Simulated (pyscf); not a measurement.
**Hydrogen abstraction: HO–Al(OH)–F + H atom (H•) -> •O–Al(OH)–F + hydrogen (H₂)**

Gas phase, doublet surface, charge 0. Bonds broken: O1–H5. Bonds formed: H5–H7. Single points on ωB97X-D3(BJ)/def2-SVP structures (PySCF, gas phase).

Transition state (Å):

```xyz
7

O     -0.9685    -1.1380     0.3615
Al    -0.0747     0.1739    -0.3458
O      1.1397     0.9482     0.5278
F     -0.4075     0.6758    -1.8880
H     -1.9410    -1.5580    -0.6088
H      1.4301     0.7733     1.4241
H     -2.3100    -1.5011    -1.3372
```

One imaginary mode, 756i cm⁻¹; descent along it reached the two sides named.

```
bond   change  reactant side (Å)  saddle  product side
-----  ------  -----------------  ------  ------------
O1–H5  breaks              0.959   1.436         2.417
H5–H7   forms                2.8   0.819         0.761
```

Electronic energies relative to the separated reactants (kcal/mol):

```
level                   barrier  reaction energy  reverse barrier
----------------------  -------  ---------------  ---------------
ωB97X-D3(BJ)/def2-TZVP     20.4            +18.5              1.9
PBE/def2-TZVP              16.3            +20.9             -4.6
r²SCAN/def2-TZVP           15.6            +17.2             -1.6
B3LYP-D3(BJ)/def2-TZVP     15.2            +15.6             -0.4
PBE0-D3(BJ)/def2-TZVP      19.7            +20.3             -0.6
M06-2X/def2-TZVP           23.9            +20.2              3.7
ωB97M-D3(BJ)/def2-TZVP     21.0            +18.9              2.1
HF/def2-TZVP               24.7             +8.7             16.0
```

With ωB97M-D3(BJ)/def2-TZVP energies and thermal terms (ideal gas, 1 atm, RRHO with modes under 100 cm⁻¹ raised to 100, one conformer, R ln 2 for chiral ones without a mode under 150 cm⁻¹), in kcal/mol:

```tsv
T (K)	ΔH‡	ΔG‡	ΔH	ΔG
298	19.5	25.7	+18.3	+17.0
600	19.1	32.2	+18.0	+15.8
900	18.8	38.8	+17.5	+14.9
1200	18.6	45.6	+16.9	+14.1
```

At PBE, r²SCAN, B3LYP-D3(BJ), PBE0-D3(BJ) this geometry lies under the product side: in single points on another level's saddle the reverse barrier vanishes, and the forward threshold there is about the reaction energy. This is the saddle that the search found; another between the same sides may lie lower. The angle at the transferred H is 152°.
